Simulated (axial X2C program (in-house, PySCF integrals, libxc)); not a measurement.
**Nuclear properties of CCl⁻**

Computed with an in-house all-electron X2C program for linear molecules (integrals from PySCF): two-component X2C with atomic mean-field Coulomb and Gaunt terms, Gaussian nuclei, basis Cl dyall-av3z, C dyall-av3z with contracted cores.

R = 1.859 Å (near the PBE0 minimum at charge -1 of the determinant lowest at the starting distance; the state shown can have its own minimum elsewhere).

Determinant lowest in the PBE0 search, Ω = 1 (⟨Sz⟩ = 1.00, ⟨Lz⟩ = 0.00 at PBE0), spin on the atoms Cl 0.02, C 0.98:

| level | Eeff magnitude (GV/cm) | Ws magnitude Cl (kHz) | Ws magnitude C (kHz) | A∥/gI Cl (MHz) | qzz Cl (a.u.) | A∥/gI C (MHz) | qzz C (a.u.) |
| --- | --- | --- | --- | --- | --- | --- | --- |
| PBE0 | 0.0128 | 0.00396 | 0.000693 | -26.3 | 2.17 | -26.7 | 0.46 |
| HF | 0.017 | 0.00502 | 0.00124 | -12.1 | 2.01 | 43.3 | 0.59 |
| B3LYP | 0.0128 | 0.00417 | 0.000485 | -27 | 2.15 | -11.3 | 0.49 |
| LDA | 0.0344 | 0.0131 | 9.21e-05 | -56.6 | 2.16 | -32.1 | 0.43 |
| BP86 | 0.0109 | 0.00335 | 0.000586 | -31.2 | 2.16 | -28.1 | 0.43 |

Determinant 1.08 eV from it at PBE0 and this distance, Ω = 0 (closed shell), highest spinor 76% C p, 11% Cl d, 8% Cl p:

```json
{"level": "PBE0", "qzz Cl (a.u.)": "2.10", "qzz C (a.u.)": "0.38"}
{"level": "HF", "qzz Cl (a.u.)": "2.06", "qzz C (a.u.)": "0.47"}
{"level": "B3LYP", "qzz Cl (a.u.)": "2.11", "qzz C (a.u.)": "0.38"}
{"level": "LDA", "qzz Cl (a.u.)": "2.07", "qzz C (a.u.)": "0.34"}
{"level": "BP86", "qzz Cl (a.u.)": "2.04", "qzz C (a.u.)": "0.34"}
```

Eeff is the effective electric field on the electron electric dipole moment in this Ω state and Ws the scalar–pseudoscalar constant of the nucleus named (defined with the proton number Z and per Ω); A∥ (defined per Ω) follows by multiplying with gI = μI/(I μN); qzz is the electric field gradient, eQq0 = 234.96 MHz × Q/barn × qzz. The operators were transformed with the bare-nucleus X2C matrices; with these basis sets, hyperfine constants and field gradients can be off by tens of per cent, and where levels differ in sign neither size nor sign is settled.

**Question.** With Q(35Cl) = -0.08112 barn (Q from Pyykkö, Mol. Phys. 2018), turn the PBE0 values of the first state into constants in MHz.

**Answer.** eQq0(35Cl) = 234.96 × (-0.08112) × (2.17) = -41.4 MHz.

Each state is one determinant with collinear spin, which with several unpaired electrons need not be a pure state. Unrestricted Hartree–Fock can overshoot spin polarisation at the nuclei. For an anion, determinants above electron detachment, or with a positive highest level, are held by the basis set. A closed determinant beside an open π² or δ² triplet, such as (π1/2)², mixes with its partner pair into the 0⁺ component of the triplet and ¹Σ⁺, so its energy is not that of a level, and 0⁺ can lie lowest. With several open shells hyperfine constants can be off by a factor of several. Where Eeff spreads by more than a factor of two the levels disagree and none is to be relied on. Open-shell Ω = 0 determinants with evenly filled partner blocks cannot be reached by this program, so the Ω shown need not be the lowest component. The search compared states at one distance, so a state with another bond length can lie lower. Further determinants of the search, some of them spin-mixed, are not shown. Where a field gradient or hyperfine factor spreads by more than a factor of two over the levels, a constant derived from it is not to be relied on. PBE0 term energies can be off by some tenths of an eV.
